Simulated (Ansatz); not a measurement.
Basis-set series for C2F3O, SMILES `F[C]1OC1(F)F` radical. Charge 0, multiplicity 2. Geometry: relaxed with PBE0-D4/def2-TZVP.

```tsv
functional	basis	functions	energy (Eh)	HOMO (eV)	LUMO (eV)
PBE0-D4	def2-SVP	84	-450.05885	-7.73	-2.75
PBE0-D4	def2-TZVPP	186	-450.59785	-7.86	-2.90
ωB97M-V	def2-SVP	84	-450.38276	-9.83	-0.67
ωB97M-V	def2-TZVPP	186	-450.93219	-9.99	-0.97
```

Problem. Give the rows for def2-QZVPP. (An estimate is asked.)

Solution. Computed: 
```json
{"functional": "PBE0-D4", "basis": "def2-QZVPP", "functions": "342", "energy (Eh)": "-450.62063", "HOMO (eV)": "-7.91", "LUMO (eV)": "-2.96"}
{"functional": "ωB97M-V", "basis": "def2-QZVPP", "functions": "342", "energy (Eh)": "-450.95346", "HOMO (eV)": "-10.04", "LUMO (eV)": "-1.04"}
```

HOMO and LUMO are taken over both spins.
